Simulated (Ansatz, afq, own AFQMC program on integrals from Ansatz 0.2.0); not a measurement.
## Atomization energy of BGeH$_{3}$, triplet

```xyz
5

Ge    0.0000    0.0153    0.2548
B     0.0000   -0.1694   -1.6836
H     0.0000    1.3104    1.0937
H     0.0000   -1.1983    1.1926
H     0.0000    0.6029   -2.5878
```

Connectivity, by distances: GeH2–BH.

Atoms in their ground-state spins without spin–orbit coupling (mostly on UHF) minus the molecule (UHF), without zero-point energy. The geometry is a stationary point, not shown to be a minimum.

Basis cc-pVDZ. Only valence electrons are correlated. Integrals, coupled cluster, full CI and functionals: Ansatz 0.2.0; the random walks run on the same integrals in our own AFQMC program. The CISD trial takes its coefficients from CCSD amplitudes. Released means that phaseless walkers are propagated on without the constraint, phases kept. Uncertainties: one standard error, sampling alone. No spin–orbit coupling. The errors of all members are added in quadrature.

No full CI on the walks' own integrals is used here; CCSDT(Q) serves as the reference and is uncertain by about the last step of the cluster series. Each member takes its own surest rung, up to full CI.

Errors are counted within cc-pVDZ, not against nature.

Cautions: inner d shell frozen; no relativity below Rb; no spin-orbit coupling; BGeH₃ (triplet): lower spins were not checked.

Reference (CCSDT(Q)): 11.057 eV.

```csv
level,atomization energy (eV),error against CCSDT(Q) (eV)
HF,9.160,-1.898
MP2,11.005,-0.052
CCSD,10.947,-0.110
CCSD(T),11.038,-0.019
ph-AFQMC/HF,11.179 ± 0.023,0.122 ± 0.023
ph-AFQMC/CISD,11.052 ± 0.002,-0.005 ± 0.002
released AFQMC,11.057 ± 0.002,0.000 ± 0.002
```

Correlation beyond CCSD(T) adds 0.019 eV. The perturbative (T) step is worth +0.091 eV.

A walk keeps the symmetry of its determinant, which the program's search chose and which needn't be the lowest solution, so a lower state of the same spin and another symmetry isn't excluded. Released energies are given only where the last usable release times agree within the noise; a slower fall can still hide under it.
